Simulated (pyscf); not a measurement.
Optimised with ωB97X-D3(BJ)/def2-SVP in PySCF. Correlated levels are frozen-core, on RHF or UHF. ΔMP2 is the change of the MP2 total energy from the triple- to the quadruple-zeta basis.

Task: For H₃C–AlH–CH₃ → methane (CH₄) + H₃C–Al [singlet], a 1,1-elimination (singlet surface; Al–C, Al–H broken, C–H formed), PBE/def2-TZVP gives ΔE‡ = 272.3 kJ/mol and ΔE = +90.6 kJ/mol (zero: the reactant's lowest minimum found). In which direction and how far do r²SCAN/def2-TZVP, B3LYP-D3(BJ)/def2-TZVP, CCSD(T)/def2-TZVPP + ΔMP2(QZVPP) move these?

Result: r²SCAN: ΔE‡ = 294.0 kJ/mol, ΔE = +113.2 kJ/mol; B3LYP-D3(BJ): ΔE‡ = 303.3 kJ/mol, ΔE = +90.3 kJ/mol; CCSD(T): ΔE‡ = 312.8 kJ/mol, ΔE = +94.9 kJ/mol. PBE's barrier lies under all of them, by 21.7 to 40.5 kJ/mol. Its reaction energy matches one of them and lies within 22.6 kJ/mol of the others. This is the saddle that the search found; another between the same sides may lie lower. The CCSD(T) − MP2 part came from Ansatz, without density fitting, on the same reference.
